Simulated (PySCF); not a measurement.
# Li: ionisation energy

Li [He] 2s1 (2S) → Li⁺ 1s2 (1S), as a difference of total energies. All numbers are calculated (PySCF 2.14, no relativity, point nucleus, in 6-31G*). The calculations carry no spin-orbit coupling.

```csv
method,ionisation energy (eV),error (eV)
UHF,5.327,-0.065
MN15,5.049,-0.343
PBE,5.573,+0.181
```

Reference: 5.392 eV (measured; NIST Atomic Spectra Database, ionization energies).
